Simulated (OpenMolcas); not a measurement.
Potential curves of PC⁺: spin-free states

Calculated with OpenMolcas 26.06: state-averaged CASSCF(8,8) over P 3s 3p, C 2s 2p, XMS-CASPT2 (IPEA 0.25, imaginary shift 0.2 hartree), scalar X2C, ANO-RCC-VTZP, then RASSI spin–orbit state interaction with atomic mean-field integrals. C2 symmetry about the axis (a holds Σ, Δ, Γ; b holds Π, Φ, H; Σ⁺ and Σ⁻ are not told apart); roots by multiplicity and irrep: 3b 6, 3a 2, 1a 4, 1b 2, 5b 2.

XMS-CASPT2 energies in eV from the lowest point. Curves are followed by energy order within each symmetry, so they are adiabatic and may change character at avoided crossings; Σ⁺ and Σ⁻ are counted together.

```
R (Å)  (1)3Π  (1)1Σ  (1)3Σ  (1)1Π  (1)1Δ
1.407  1.580  1.583  3.764  2.645  4.744
1.489  0.565  0.851  2.337  1.583  3.167
1.562  0.130  0.627  1.500  1.107  2.284
1.636  0.000  0.673  1.020  0.939  1.769
1.718  0.105  0.905  0.781  0.992  1.481
1.800  0.363  1.219  0.751  1.197  1.406
1.914  0.865  1.641  0.930  1.625  1.528
2.061  1.583  2.098  1.464  2.235  1.888
2.290  2.574  2.839  2.260  3.065  2.637
2.618  3.517  3.645  3.322  3.844  3.553
3.108  4.177  4.430  4.477  4.450  4.406
3.763  4.688  4.899  4.984  4.793  4.900
```

Q: With masses 30.974 and 12.000 u, fit the curves (1)3Π, (1)1Σ, (1)1Π near their minima.

A: At XMS-CASPT2, Te from the lowest curve (the fit fixes ωe to a per cent or two; the method's Re and ωe can be off by some per cent):

```
curve  Te (cm⁻¹)  Re (Å)  ωe (cm⁻¹)
(1)3Π          0   1.639     1088.6
(1)1Σ       4970   1.582     1167.3
(1)1Π       7510   1.655     1023.8
```

The 5 lowest clean curves are shown; the next is (1)5Π, from 2.28 eV. Left out for impure symmetry, kinks or missing points, though low: (2)1Σ. Only roots inside an energy window near the equilibrium distance were included, so the list of states is not complete; labels number the states computed. Each spin and symmetry block has orbitals of its own, averaged over its own roots, so gaps between blocks are less sure than gaps within one and near the minimum can be off by tenths of an eV, in bad cases by more. No Rydberg orbitals are active, so Rydberg states, and σ→σ* states whose orbital the CASSCF left unused, can be missing between those listed. CASPT2 splits the two components of degenerate states numerically, here by up to 112 cm⁻¹. At stretched bonds a block can hold a wrong CASSCF solution and miss its lowest state; points past a visible jump are left out. No roots were computed in block 5a (none fell in the window or the block failed), so states of that kind are missing and can lie low or lowest. Points that failed a check (symmetry, reference weights, a jump) are left out.
